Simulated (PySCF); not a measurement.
Basis-set dependence of LiB at MP2

PySCF, UHF reference; triplet, unpaired electrons σ ↑, π ↑; De to Li + B without counterpoise correction. Frozen cores follow the default of each basis and core potential.

| basis | relativity | functions | Re (Å) | ωe (cm⁻¹) | De (eV) | frozen orbitals |
| --- | --- | --- | --- | --- | --- | --- |
| 3-21G | no relativity | 18 | 2.206 | 539 | 0.84 | 1 |
| pcseg-1 | no relativity | 23 | 2.150 | 549 | 0.91 | 1 |
| 6-31G(d,p) | no relativity | 28 | 2.142 | 565 | 0.98 | 1 |
| def2-SVPD | no relativity | 32 | 2.143 | 563 | 1.17 | 1 |
| def2-TZVPP | no relativity | 50 | 2.132 | 561 | 1.16 | 1 |
| cc-pVTZ | no relativity | 60 | 2.126 | 563 | 1.21 | 1 |

(1) How does each smaller set differ from the one with most functions, cc-pVTZ?

Correlated steps freeze 1 core orbital. Correlated levels converge slowly with the basis: in double zeta they bind strong bonds too weakly, by up to about 1 eV, and carry superposition errors of some tenths. 3-21G is very small, so such numbers show the basis as much as the molecule. The state was picked by a PBE0 search and need not be the measured ground state.

Results:

(1) 3-21G: +8.0 pm, -4.3 % in ωe, -0.37 eV in De; pcseg-1: +2.4 pm, -2.5 % in ωe, -0.30 eV in De; 6-31G(d,p): +1.6 pm, +0.4 % in ωe, -0.23 eV in De; def2-SVPD: +1.7 pm, +0.0 % in ωe, -0.04 eV in De; def2-TZVPP: +0.6 pm, -0.4 % in ωe, -0.05 eV in De. All at MP2; the set with most functions is neither the basis-set limit nor always the best.
